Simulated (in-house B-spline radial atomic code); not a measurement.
Kr. Computed with a B-spline radial atomic code. Model: non-relativistic spherical atom: semilocal Troullier-Martins pseudo-atom, one channel per l, against all electrons, high spin, G0W0 and RPA with empty states to l = 8, local potential for every l without a channel, a model core (radius 0 = none) keeps its share of the functional.

The core holds an angular momentum without a channel of its own, so the local potential lets valence electrons into it.

What the tables leave out is listed at the end.

The pseudopotential gives back the lowest level of each angular momentum of its own functional in the configuration it was made in; a second state of the same l is only approximately right. Exact exchange, RPA and GW see the smooth pseudo-orbitals and miss the exchange with the core, for which the functional's share stands in. The column with an uncorrelated core keeps all orbitals and exact exchange, and so separates missing core correlation from pseudisation. Only the three outermost levels and the lowest empty one were computed. RPA here is direct RPA, with no exchange kernel, and its energies carry an (l + 1/2)⁻⁴ tail. A hybrid on a potential with a model core restores only its own semilocal share of the core's exchange.

Command:
```bash
python run_psgw.py task.json out
```
Settings (lengths in bohr, energies in hartree):
```
Z                      36
electrons              36
configuration          [Ar] 3d10 4s2 4p6
generated_in           [Ar] 3d10 4s2 4p6
functional             pbe,pbe
core_shells            6
radius_factor          0.8
core_correction        True
```

Cost of the run: 24 s on 1 thread of Arm Neoverse N1, on a shared host.

Given: made with PBE; model core radius 1.02 bohr; local radius 1.12 bohr; mean-field start PBE.

Valence shells of the generating configuration: 4s, 4p.

Channel: s 1.098, p 1.242 (radii in bohr).

Computed: largest level miss in the spin-unpolarised generating configuration 0.001 eV; valence RPA correlation energy pseudo -0.49926 hartree; all-electron RPA polarisability, core included 15.894 bohr³; pseudo-atom RPA polarisability 16.75 bohr³.

```tsv
level	occupied	mean-field all-electron (eV)	mean-field pseudo minus all (eV)	G0W0 all-electron (eV)	G0W0 uncorrelated core minus all (eV)	G0W0 pseudo minus all (eV)	exchange self-energy all-electron (eV)	exchange self-energy pseudo (eV)
4p	1	-9.2828	0.001	-13.963	0.177	-0.111	-21.499	-18.364
```

(1) What is the valence RPA correlation energy all-electron orbitals?

Given: mean-field start PBE0.

Computed: valence RPA correlation energy pseudo -0.44159 hartree; all-electron RPA polarisability, core included 13.848 bohr³; pseudo-atom RPA polarisability 14.672 bohr³.

| level | occupied | mean-field all-electron (eV) | mean-field pseudo minus all (eV) | G0W0 all-electron (eV) | G0W0 uncorrelated core minus all (eV) | G0W0 pseudo minus all (eV) | exchange self-energy all-electron (eV) | exchange self-energy pseudo (eV) |
| --- | --- | --- | --- | --- | --- | --- | --- | --- |
| 4p | 1 | -10.773 | 0.012 | -14.231 | 0.181 | -0.113 | -21.493 | -18.344 |

(2) What is the valence RPA correlation energy all-electron orbitals?

## Answers

(1) -0.37493 hartree.

(2) -0.34798 hartree.

Among the listed levels the largest G0W0 shift of the pseudo-atom is -0.11 eV, for 4p on the PBE0 start, while leaving the core uncorrelated moves that level by +0.18 eV. The rest, -0.29 eV, comes from pseudisation and the lost core exchange. Not in the tables (levels of low weight, unsolved or above zero; the highest and the empty levels are kept at any weight): on PBE the G0W0 levels 4s (pseudo minus all +3.43 eV, weights 0.13 and 0.13); on PBE0 the G0W0 levels 4s (pseudo minus all +3.31 eV, weights 0.20 and 0.17); no Hartree-Fock pseudo-atom is run with a model core.
